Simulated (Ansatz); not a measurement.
# triplet C₂S: levels of theory in one basis

```yaml
atoms:
  - { symbol: C, position_ang: [0.0000, -0.0001, -1.4024] }
  - { symbol: C, position_ang: [0.0000, 0.0000, -0.0828] }
  - { symbol: S, position_ang: [0.0000, 0.0001, 1.4852] }
```

Basis set: def2-SVP (spherical functions). Left uncorrelated: 7 orbitals. Correlation on ROHF uses semicanonical orbitals with singles. Charge 0, multiplicity 3.

Computed with Ansatz (development build ahead of 0.2.0); each method stands on the lowest determinant of its kind that the runs found.

| method | E − E(ROHF) (eV) | <S²> of the determinant |
| --- | --- | --- |
| ROHF | 0.00 | 2.00 |
| UHF | -0.47 | 2.12 |
| ROHF-MP2 | -9.40 | – |
| ROHF-CCSD(T) | -10.51 | – |
| UHF-CCSD(T) | -10.50 | 2.12 |

(1) What does UHF-MP2 give on the same scale?

## Answers

(1) -9.18 eV.

Caution for UHF, UHF-MP2, UHF-CCSD(T): the unrestricted determinant is spin contaminated.
